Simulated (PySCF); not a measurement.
A survey of $^{17}$O NMR shifts

- shieldings: GIAO PBE0/pcSseg-1
- GFN2-xTB structure
- code: PySCF 2.14.0 with density-fitted response routines
- equivalent nuclei averaged, a single conformation, non-relativistic, no solvent model

Shieldings were converted by a linear fit to measured shifts: $^{17}$O: δ = 266.70 − 0.911σ (rms 10.7 ppm, 155 shifts, 12.2 ppm with the 3 outliers that the fit left out vs liquid water, solution or neat liquid). A few per cent of atoms miss by over 2 rms, more outside the fitted compound classes.

**Question.** Give the $^{17}$O shifts of `F[C@@H]1C[Si@H](O[SiH3])C[SiH2]1`, `C#CC=O`, `C#CC=O`, `C=C(C)[Si@](C)(O)S`.

**Answer.** 
```json
{"compound": "F[C@@H]1C[Si@H](O[SiH3])C[SiH2]1", "environment": "oxygen bonded to 2 Si", "δ (ppm)": "-10.9"}
{"compound": "C#CC=O", "environment": "aldehyde oxygen", "δ (ppm)": "653.7"}
{"compound": "C#CC=O", "environment": "aldehyde oxygen", "δ (ppm)": "653.7"}
{"compound": "C=C(C)[Si@](C)(O)S", "environment": "oxygen bonded to Si, H", "δ (ppm)": "16.0"}
```
